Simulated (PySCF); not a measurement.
Compound: CF3C≡CH, C3HF3.
SMILES: `C#CC(F)(F)F`

Computed with wB97X-D/def2-SVPD in PySCF (dipole) on a GFN2-xTB geometry, gas phase.

Masses are those of the commonest isotopes; rigid-rotor values at the optimised geometry. 

What are A, B and C (MHz)?

Ia = 88.22, Ib = 175.90, Ic = 175.92 u·Å²; 505379 MHz·u·Å²/I gives A = 5729, B = 2873, C = 2873 MHz.

What kind of rotor is it?

A prolate symmetric top, as the point group C3v requires two equal moments. Ray's parameter κ = (2B − A − C)/(A − C) = -1.000; −1 is the prolate and +1 the oblate limit.

Where do the R-branch lines fall?

The dipole of 2.57 D lies along the symmetry axis, so ΔK = 0 and J+1 ← J falls at 2B(J+1) for every K: 5.75 GHz, 11.49 GHz, 17.24 GHz, 22.98 GHz, 28.73 GHz for J = 0 to 4.

Estimate the classical rotational partition function at 100 K, 298.15 K and 500 K.

Point group C3v, symmetry number σ = 3; q = (√π/σ)·√((kT/h)³/(ABC)), k/h = 20836.6 MHz/K: 8170 at 100 K, 42100 at 298.15 K, 91400 at 500 K.

GFN2-xTB frequencies: not computed here. Zero-point vibration and centrifugal distortion are left out.
